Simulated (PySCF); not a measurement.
**SMILES F[PH3+], [FH₃P]+, charge +1**

Molfile (atoms numbered from 1):
```
FH3P
     RDKit          3D

  5  4  0  0  0  0  0  0  0  0999 V2000
    1.5647   -0.2218    0.2546 F   0  0  0  0  0  0  0  0  0  0  0  0
    0.0456   -0.0557    0.0090 P   0  0  0  0  0  0  0  0  0  0  0  0
   -0.6105   -0.1092    1.2538 H   0  0  0  0  0  0  0  0  0  0  0  0
   -0.1675    1.1900   -0.6121 H   0  0  0  0  0  0  0  0  0  0  0  0
   -0.3836   -1.1062   -0.8248 H   0  0  0  0  0  0  0  0  0  0  0  0
  1  2  1  0
  2  3  1  0
  2  4  1  0
  2  5  1  0
M  CHG  1   2   1
M  END
```

Level of theory: PySCF 2.14.0, GIAO B3LYP/aug-cc-pVDZ magnetisability, rotational g tensor and spin-rotation constants, non-relativistic, gas phase. Geometry: PBE0-D3(BJ)/def2-SVP.

For an ion the centre-of-mass motion in the field is neglected.

Task: What are the magnetisability and the molar susceptibility?

Result: Isotropic -346 × 10⁻³⁰ J/T², or -20.8 × 10⁻⁶ cm³/mol; principal values -432, -303, -303 × 10⁻³⁰ J/T², anisotropy 129 × 10⁻³⁰ J/T² (root of half the summed squared differences of the principal values). The susceptibility is in cgs units.

Task: Split it along the inertial axes a, b, c into diamagnetic and paramagnetic parts about the centre of mass, with the quadrupole moment.

Result: 
```tsv
axis	χ (10⁻⁶ cm³/mol)	diamagnetic (10⁻⁶ cm³/mol)	paramagnetic (10⁻⁶ cm³/mol)	summed x² of all electrons (Å²)	quadrupole Θ (D Å)
a	-26.0	-47.8	21.8	19.2	+0.32
b	-18.2	-105.5	87.3	5.6	-0.16
c	-18.2	-105.5	87.3	5.6	-0.16
```
Anisotropies 2χaa − χbb − χcc = -15.5 and 2χbb − χaa − χcc = +7.8 × 10⁻⁶ cm³/mol. Θ is traceless in Buckingham's convention.

Task: And the rotational g tensor?

Result: 
```csv
axis,rotational constant (GHz),g,nuclear part,electronic part
a,93.4590,+0.0440,0.9995,-0.9555
b,14.8930,-0.0453,0.5654,-0.6107
c,14.8925,-0.0453,0.5653,-0.6106
```
Prolate top; isotopes 19F, 1H, 31P; no vibrational averaging.
